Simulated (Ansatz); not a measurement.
Geometry optimisation, UKS r2SCAN/def2-SVPD (Ansatz).

The input (input.yaml):

```yaml
crystal:
  periodic: [false, false, false]
  atoms:
    - { symbol: F, position_ang: [-2.0369, 0.0736, 0.6984] }
    - { symbol: Al, position_ang: [-0.3628, 0.6214, 0.7728] }
    - { symbol: S, position_ang: [0.9892, 0.2498, -0.9986] }
    - { symbol: H, position_ang: [0.62638, 1.47344, -1.65377] }
magnetization:
  spin_polarized: true
  initial_magnetization: 1
basis:
  gaussian: { orbitals: def2-SVPD }
hamiltonian:
  xc: r2scan
relax:
  f_tol: 0.015
  max_steps: 40
```

Run as:

```bash
$ ansatz run input.yaml --threads 2 --pin off --max-ram 3072MiB --backend cpu --events-out ev --progress --plain --runs-dir out
```

**Question.** Where does it end, and by what steps?

**Answer.** It converged. After 12 steps the energy has fallen by 0.356 eV; Al2 moved furthest, 0.69 Å.

```
step  energy less start (eV)  largest force component (eV/Å)  accepted
   0                  0.0000                           1.570       yes
   1                 -0.1138                           0.999       yes
   2                 -0.1458                           0.158       yes
   3                 -0.1486                           0.042       yes
   4                 -0.1420                           0.990        no
   5                 -0.1640                           0.291       yes
   6                 -0.2010                           0.362       yes
   7                 -0.2604                           0.588       yes
   8                 -0.2981                           0.593       yes
   9                 -0.3186                           1.001       yes
  10                 -0.3534                           0.106       yes
  11                 -0.3560                           0.025       yes
  12                 -0.3561                           0.004       yes
```

```xyz
4
Properties=species:S:1:pos:R:3
F -1.773 -0.223 1.042
Al -0.791 0.959 0.353
S 0.632 0.226 -1.172
H 1.147 1.456 -1.403
```

Run time: 30 s on 2 threads of AMD EPYC 9R14 (Zen 4), with other jobs on the host, peak memory 0.21 GiB.
